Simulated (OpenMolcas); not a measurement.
## How basis sets differ on CH5SSi (SMILES [CH2]S[SiH3])

CH5SSi has 8 atoms, charge 0, and is taken as a doublet. As SMILES, `[CH2]S[SiH3]`. The coordinates come from a GFN2-xTB relaxation. This is one conformer, not always the lowest.

```xyz
8

C    -0.7399    0.7623   -1.2592
S    -0.7635   -0.8313   -0.6354
Si    0.6100   -0.6070    1.0282
H    -0.1169    0.9758   -2.1059
H    -1.5530    1.4203   -1.0163
H     0.0524    0.4076    1.9137
H     0.6172   -1.9446    1.5912
H     1.8936   -0.1832    0.4838
```

Quantity: the dipole moment, in D. The values are calculated.

| level | kind | program | value (D) | CPU time |
| --- | --- | --- | --- | --- |
| UHF/STO-3G | Hartree–Fock | OpenMolcas | 1.46 | 2.1 s |
| UHF/3-21G | Hartree–Fock | OpenMolcas | 2.33 | 2.4 s |
| UHF/6-31+G* (spherical functions) | Hartree–Fock | OpenMolcas | 1.77 | 7 s |
| UHF/def2-SVP | Hartree–Fock | OpenMolcas | 1.55 | 6.7 s |

The values span 1.46 to 2.33 D. Sets without polarisation functions give poor dipoles. Times are those of the runs behind each value, whatever else they computed, on shared processors of several kinds: orders of magnitude only.
